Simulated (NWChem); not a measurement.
System: carbonyl sulfide (COS); SMILES O=C=S

NWChem printed, in part:

```
             Northwest Computational Chemistry Package (NWChem) 7.3.0
             --------------------------------------------------------

 ORDER OF PRIMARY AXIS IS BEING SET TO 4
 C4V symmetry detected

                             Geometry "geometry" -> ""
                             -------------------------

 Output coordinates in angstroms (scale by  1.889725989 to convert to a.u.)

  No.       Tag          Charge          X              Y              Z
 ---- ---------------- ---------- -------------- -------------- --------------
    1 O                    8.0000     0.00000000     0.00000000    -1.68210321
    2 C                    6.0000     0.00000000     0.00000000    -0.52566727
    3 S                   16.0000     0.00000000     0.00000000     1.03817683

 Effective nuclear repulsion energy (a.u.)      79.3490759054

      Symmetry information
      --------------------

 Group name             C4v
 Group number             18
 Group order               8
 No. of unique centers     3

                                 NWChem DFT Module
                                 -----------------

 Summary of "ao basis" -> "ao basis" (spherical)
 ------------------------------------------------------------------------------
       Tag                 Description            Shells   Functions and Types
 ---------------- ------------------------------  ------  ---------------------
 O                          def2-svp                 6       14   3s2p1d
 C                          def2-svp                 6       14   3s2p1d
 S                          def2-svp                 8       18   4s3p1d

      Symmetry analysis of basis
      --------------------------

        a1         20
        a2          0
        b1          3
        b2          3
        e          20

            General Information
            -------------------
          SCF calculation type: DFT
          Wavefunction type:  closed shell.
          No. of atoms     :     3
          No. of electrons :    30
           Alpha electrons :    15
            Beta electrons :    15
          Charge           :     0
          Spin multiplicity:     1
          Use of symmetry is: on ; symmetry adaption is: on
          Maximum number of iterations: 150
          AO basis - number of functions:    46
                     number of shells:    20
          Convergence on energy requested:  1.00D-06
          Convergence on density requested:  1.00D-05
          Convergence on gradient requested:  5.00D-04

              XC Information
              --------------
                        M06-L Method XC Functional
                         M06-L Exchange Functional  1.000
                       M06-L Correlation Potential  1.000

             Grid Information
             ----------------
          Grid used for XC integration:  coarse
          Radial quadrature: Mura-Knowles
          Angular quadrature: Lebedev.
          Tag              B.-S. Rad. Rad. Pts. Rad. Cut. Ang. Pts.
          ---              ---------- --------- --------- ---------
          O                   0.60       35           8.0       302
          C                   0.70       35           6.0       302
          S                   1.00       70           7.0       302
          Grid pruning is: on
          Number of quadrature shells:   140
          Spatial weights used:  Erf1

      Superposition of Atomic Density Guess
      -------------------------------------

 Sum of atomic energies:        -509.66328285

      Non-variational initial energy
      ------------------------------

 Total energy =    -510.671401
 1-e energy   =    -860.197621
 2-e energy   =     270.177145
 HOMO         =      -0.343509
 LUMO         =       0.054569

      Symmetry analysis of molecular orbitals - initial
      -------------------------------------------------

 !! scf_movecs_sym_adapt:    6 vectors were symmetry contaminated

  Symmetry fudging

 !! scf_movecs_sym_adapt:    6 vectors were symmetry contaminated

  Numbering of irreducible representations:

     1 a1          2 a2          3 b1          4 b2          5 e

  Orbital symmetries:

     1 a1          2 a1          3 a1          4 a1          5 a1
     6 e           7 e           8 a1          9 a1         10 a1
    11 e          12 e          13 a1         14 e          15 e
    16 e          17 e          18 a1         19 a1         20 a1
    21 e          22 e          23 a1         24 a1         25 e

     ---------------------------------------------
      Total Density - Mulliken Population Analysis
     ---------------------------------------------

    Atom       Charge   Shell Charges
 -----------   ------   -------------------------------------------------------
    1 O    8     8.49   1.99  1.13  0.63  2.97  1.76  0.02
    2 C    6     5.21   1.99  0.94  0.19  1.42  0.59  0.08
    3 S   16    16.30   2.00  1.99  1.22  0.69  5.94  1.77  2.65  0.05

   convergence    iter        energy       DeltaE   RMS-Dens  Diis-err
 ---------------- ----- ----------------- --------- --------- ---------
 d= 0,ls=0.0,diis     1   -511.2312479362 -5.91D+02  3.06D-02  7.74D-01
 d= 0,ls=0.0,diis     2   -510.8328246176  3.98D-01  2.19D-02  4.92D+00
 d= 0,ls=0.0,diis     3   -511.3099593939 -4.77D-01  9.41D-03  1.47D-01
 d= 0,ls=0.0,diis     4   -511.3188554882 -8.90D-03  5.16D-03  7.11D-02
 d= 0,ls=0.0,diis     5   -511.3286166660 -9.76D-03  8.52D-04  1.32D-03
  Resetting Diis
 d= 0,ls=0.0,diis     6   -511.3288479821 -2.31D-04  9.67D-05  8.09D-06
 d= 0,ls=0.0,diis     7   -511.3288490589 -1.08D-06  5.33D-05  1.91D-06
 d= 0,ls=0.0,diis     8   -511.3288483562  7.03D-07  3.20D-05  8.95D-06
 d= 0,ls=0.0,diis     9   -511.3288492726 -9.16D-07  1.07D-05  1.97D-07
 d= 0,ls=0.0,diis    10   -511.3288492823 -9.67D-09  5.12D-06  9.06D-08

         Total DFT energy =     -511.328849282271
      One electron energy =     -860.987597430160
           Coulomb energy =      309.949981417360
    Exchange-Corr. energy =      -39.640309174837
 Nuclear repulsion energy =       79.349075905365

 Numeric. integr. density =       29.999989559847

                  Occupations of the irreducible representations
                  ----------------------------------------------

                     irrep           alpha         beta
                     --------     --------     --------
                     a1                9.0          9.0
                     a2                0.0          0.0
                     b1                0.0          0.0
                     b2                0.0          0.0
                     e                 6.0          6.0

                       DFT Final Molecular Orbital Analysis
                       ------------------------------------

 Vector   13  Occ=2.000000D+00  E=-4.400990D-01  Symmetry=a1
              MO Center=  2.1D-15,  5.6D-15,  5.1D-01, r^2= 2.5D+00
   Bfn.  Coefficient  Atom+Function         Bfn.  Coefficient  Atom+Function
  ----- ------------  ---------------      ----- ------------  ---------------
    31     -0.356423  3 S  s                 20      0.346103  2 C  pz
    32     -0.312798  3 S  s                 38     -0.309149  3 S  pz
    41     -0.288756  3 S  pz                 6     -0.284013  1 O  pz
    30      0.252018  3 S  s                 35     -0.179844  3 S  pz
    16      0.166188  2 C  s                  9     -0.147420  1 O  pz

 Vector   14  Occ=2.000000D+00  E=-2.855667D-01  Symmetry=e
              MO Center= -4.6D-15, -5.6D-15,  3.7D-01, r^2= 2.3D+00
   Bfn.  Coefficient  Atom+Function         Bfn.  Coefficient  Atom+Function
  ----- ------------  ---------------      ----- ------------  ---------------
    39      0.540663  3 S  px                36      0.407540  3 S  px
     4     -0.314273  1 O  px                 7     -0.244156  1 O  px
    33      0.229329  3 S  px                18      0.123113  2 C  px
    21      0.073912  2 C  px                27     -0.050513  2 C  d  1
    45      0.043339  3 S  d  1              40     -0.031659  3 S  py

 Vector   15  Occ=2.000000D+00  E=-2.855667D-01  Symmetry=e
              MO Center= -2.3D-16,  2.8D-16,  3.7D-01, r^2= 2.3D+00
   Bfn.  Coefficient  Atom+Function         Bfn.  Coefficient  Atom+Function
  ----- ------------  ---------------      ----- ------------  ---------------
    40      0.540663  3 S  py                37      0.407540  3 S  py
     5     -0.314273  1 O  py                 8     -0.244156  1 O  py
    34      0.229329  3 S  py                19      0.123113  2 C  py
    22      0.073912  2 C  py                25      0.050513  2 C  d -1
    43     -0.043339  3 S  d -1              39      0.031659  3 S  px

 Vector   16  Occ=0.000000D+00  E=-5.266352D-02  Symmetry=e
              MO Center= -5.1D-17, -1.8D-16, -2.6D-01, r^2= 2.2D+00
   Bfn.  Coefficient  Atom+Function         Bfn.  Coefficient  Atom+Function
  ----- ------------  ---------------      ----- ------------  ---------------
    19      0.576702  2 C  py                22      0.540626  2 C  py
    40     -0.492329  3 S  py                 8     -0.398434  1 O  py
     5     -0.366402  1 O  py                37     -0.228231  3 S  py
    34     -0.128491  3 S  py                43     -0.128697  3 S  d -1
    25      0.026923  2 C  d -1

 Vector   17  Occ=0.000000D+00  E=-5.266352D-02  Symmetry=e
              MO Center= -3.4D-16, -1.4D-17, -2.6D-01, r^2= 2.2D+00
   Bfn.  Coefficient  Atom+Function         Bfn.  Coefficient  Atom+Function
  ----- ------------  ---------------      ----- ------------  ---------------
    18      0.576702  2 C  px                21      0.540626  2 C  px
    39     -0.492329  3 S  px                 7     -0.398434  1 O  px
     4     -0.366402  1 O  px                36     -0.228231  3 S  px
    33     -0.128491  3 S  px                45      0.128697  3 S  d  1
    27     -0.026923  2 C  d  1

 Vector   18  Occ=0.000000D+00  E= 4.700344D-02  Symmetry=a1
              MO Center=  2.1D-16, -4.6D-17,  4.2D-01, r^2= 2.4D+00
   Bfn.  Coefficient  Atom+Function         Bfn.  Coefficient  Atom+Function
  ----- ------------  ---------------      ----- ------------  ---------------
    17      1.620087  2 C  s                 41      1.146312  3 S  pz
    32     -0.894179  3 S  s                 16      0.413440  2 C  s
    31     -0.344515  3 S  s                 23      0.339890  2 C  pz
     3     -0.311695  1 O  s                 38      0.305994  3 S  pz
     9     -0.229608  1 O  pz                 6     -0.210089  1 O  pz

     ---------------------------------------------
      Total Density - Mulliken Population Analysis
     ---------------------------------------------

    Atom       Charge   Shell Charges
 -----------   ------   -------------------------------------------------------
    1 O    8     8.12   1.99  1.15  0.61  2.79  1.56  0.02
    2 C    6     5.78   1.99  0.99  0.11  1.96  0.64  0.10
    3 S   16    16.10   2.00  1.99  1.24  0.68  5.93  1.80  2.40  0.07

     -------------------------------------------
      Total Density - Lowdin Population Analysis
     -------------------------------------------

    Atom       Charge   Shell Charges
 -----------   ------   -------------------------------------------------------
    1 O    8     8.04   1.98  0.94  0.63  2.64  1.81  0.04
    2 C    6     6.06   1.97  0.68  0.32  1.76  1.12  0.21
    3 S   16    15.90   2.00  1.96  0.97  0.70  5.81  1.90  2.47  0.09

     Multipole analysis of the density
     ---------------------------------

     L   x y z        total         alpha         beta         nuclear
     -   - - -        -----         -----         ----         -------
     0   0 0 0     -0.000000    -15.000000    -15.000000     30.000000

     1   1 0 0     -0.000000     -0.000000     -0.000000      0.000000
     1   0 1 0     -0.000000     -0.000000     -0.000000      0.000000
     1   0 0 1      0.199093      0.099546      0.099546      0.000000

     2   2 0 0    -16.985490     -8.492745     -8.492745      0.000000
     2   1 1 0     -0.000000     -0.000000     -0.000000      0.000000
     2   1 0 1      0.000000      0.000000      0.000000      0.000000
     2   0 2 0    -16.985490     -8.492745     -8.492745      0.000000
     2   0 1 1      0.000000      0.000000      0.000000      0.000000
     2   0 0 2    -18.327762    -83.332573    -83.332573    148.337384

            General Information
            -------------------
          SCF calculation type: DFT
          Wavefunction type:  closed shell.
          No. of atoms     :     3
          No. of electrons :    30
           Alpha electrons :    15
            Beta electrons :    15
          Charge           :     0
          Spin multiplicity:     1
          Use of symmetry is: on ; symmetry adaption is: on
          Maximum number of iterations: 150
          AO basis - number of functions:    46
                     number of shells:    20
          Convergence on energy requested:  1.00D-06
          Convergence on density requested:  1.00D-05
          Convergence on gradient requested:  5.00D-04

              XC Information
              --------------
                        M06-L Method XC Functional
                         M06-L Exchange Functional  1.000
                       M06-L Correlation Potential  1.000

             Grid Information
             ----------------
          Grid used for XC integration:  coarse
          Radial quadrature: Mura-Knowles
          Angular quadrature: Lebedev.
          Tag              B.-S. Rad. Rad. Pts. Rad. Cut. Ang. Pts.
          ---              ---------- --------- --------- ---------
          O                   0.60       35           8.0       302
          C                   0.70       35           6.0       302
          S                   1.00       70           7.0       302
          Grid pruning is: on
          Number of quadrature shells:   140
          Spatial weights used:  Erf1

          Convergence Information
          -----------------------
          Convergence aids based upon iterative change in
          total energy or number of iterations.
          Levelshifting, if invoked, occurs when the
          HOMO/LUMO gap drops below (HL_TOL):  1.00D-02
          DIIS, if invoked, will attempt to extrapolate
          using up to (NFOCK): 10 stored Fock matrices.

                    Damping( 0%)  Levelshifting(0.5)       DIIS
                  --------------- ------------------- ---------------
          dE  on:    start            ASAP                start
          dE off:    2 iters        150 iters           150 iters

                            NWChem DFT Gradient Module
                            --------------------------

  charge          =   0.00
  wavefunction    = closed shell

  Using symmetry

                         DFT ENERGY GRADIENTS

    atom               coordinates                        gradient
                 x          y          z           x          y          z
   1 O       0.000000   0.000000  -3.178714    0.000000   0.000000   0.011191
   2 C       0.000000   0.000000  -0.993367    0.000000   0.000000  -0.013323
   3 S       0.000000   0.000000   1.961870    0.000000   0.000000   0.002132
```

Level: M06-L/def2-SVP. Geometry: optimised at PBE0/def2-SVP.

Task: Write an input that gives this output.

Result: Several could match; the one computed here: the input that was run:
```
start job
memory heap 200 mb stack 900 mb global 1100 mb
geometry units angstroms noautoz
  O     -1.676535     0.026960     0.022296
  C     -0.520351     0.008350     0.006924
  S      1.043153    -0.016772    -0.013873
end
basis spherical
  O library def2-svp
  C library def2-svp
  S library def2-svp
end
dft
  xc m06-l
  grid coarse
  iterations 150
  mulliken
end
task dft gradient
```
